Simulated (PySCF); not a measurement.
**Spin states of PH⁺**

Unrestricted PBE0; P def2-TZVPPD, H def2-TZVPPD; no relativity (PySCF 2.14). Outer shells of the fragments: P+ 3s2 3p2; H 1s1.

Followed along the bond (rough minima from three points):

```
2Ms+1   unpaired  ⟨S²⟩ at the start  R at minimum (Å)  Te (eV)
    2        π ↑               0.76              1.43     0.00
    4  σ ↑, π ↑↑               3.75              1.50     1.52
```

Solutions found at the starting distance of 1.485 Å, counted from the lowest of them; the search is not exhaustive and high or unbound solutions are not listed, so other states can lie among these:

```
2Ms+1   unpaired   term  E (eV)  ⟨S²⟩  ⟨Lz²⟩  μ (D)
    2        π ↑     ²Π    0.00  0.76   1.01   0.90
    4  σ ↑, π ↑↑    ⁴Σ⁻    1.50  3.75   0.00   1.13
    2  σ ↓, π ↑↑  mixed    2.32  1.78   0.00   1.42
    2  σ ↑, π ↑↓  mixed    2.34  1.77   2.03   1.30
    2        σ ↑  mixed    3.68  0.76   2.01   1.29
    4  σ ↑↑, π ↑     ⁴Π    7.37  3.75   1.01   0.33
    2        π ↑     ²Π    7.85  0.80   1.01   1.54
```

A term symbol is given only where ⟨S²⟩ and ⟨Lz²⟩ are close to those of a pure state; real π, δ and φ orbitals otherwise mix terms. A positive dipole points towards H; it is taken about the centre of mass and depends on that origin.

Counting both spins, an empty level lies below a filled one in some of these solutions, because spin and occupation are held.
